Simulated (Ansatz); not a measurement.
Total energies of Si(NH2)H3 (SiNH5) from Ansatz at PBE-D4/def2-TZVP, gas phase (1 Eh = 27.2114 eV = 2625.5 kJ/mol). The reference geometry is relaxed at PBE0-D4/def2-TZVP.

```csv
atom,x (Å),y (Å),z (Å)
Si1,0.255,0.499,-0.348
N2,-0.493,-0.853,0.408
H3,-1.235,-0.706,1.073
H4,0.065,-1.651,0.669
H5,-0.821,1.387,-0.860
H6,1.090,-0.006,-1.468
H7,1.138,1.329,0.526
```

```tsv
state	geometry	energy (Eh)
charge 0 singlet	reference	-347.07189
charge 1 doublet	reference	-346.71699
free Si atom (triplet)	–	-289.22285
free N atom (quartet)	–	-54.53214
free H atom (doublet)	–	-0.49962
```

**Question.** Work out the vertical ionisation energy to the doublet.

**Answer.** E(charge 1 doublet) − E(charge 0 singlet) = -346.71699 − (-347.07189) = 0.35490 Eh = 9.66 eV. For comparison, −ε of the highest occupied level is 5.99 eV at this level, 3.67 eV less.

**Question.** What is the binding energy per atom against free atoms?

**Answer.** Atoms: 1 × (-289.22285) + 1 × (-54.53214) + 5 × (-0.49962) = -346.25309 Eh. Binding: -346.25309 − (-347.07189) = 0.81880 Eh = 22.28 eV, or 3.18 eV for each of 7 atoms (no zero-point energy, no counterpoise term).
